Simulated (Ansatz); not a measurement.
Species: C$_{4}$H$_{5}$, net charge 0, doublet state. It need not be the lowest isomer of its formula. SMILES: C=C1[CH]C1
Geometry: optimised at B3LYP-D3(BJ)/def2-TZVP (Ansatz, an electronic-structure program).

Property: atomisation energy (electronic, to ground-state atoms), in kJ/mol. Correlated levels leave the core frozen unless marked. UHF or UKS for open shells. Spin-orbit coupling is left out. Non-relativistic. The coupled-cluster limit lacks core correlation, which all-electron functionals hold. Basis-set limits of correlation are two-point, X^-3; Hartree-Fock from the larger set. The bracket is a focal-point correction in the basis named.

```csv
level,program,atomisation energy (kJ/mol)
HF/6-31G*,Ansatz,2752.6
PBE-D3(BJ)/def2-TZVPD,Ansatz + dftd3,3859.0
```

Task: Estimate the value at RI-MP2/CBS(cc-pVTZ,cc-pVQZ)+[CCSD(T)-MP2]/cc-pVTZ as computed with Ansatz.

Result: 3698.4 kJ/mol, so PBE-D3(BJ)/def2-TZVPD differs from it by 160.6 kJ/mol.
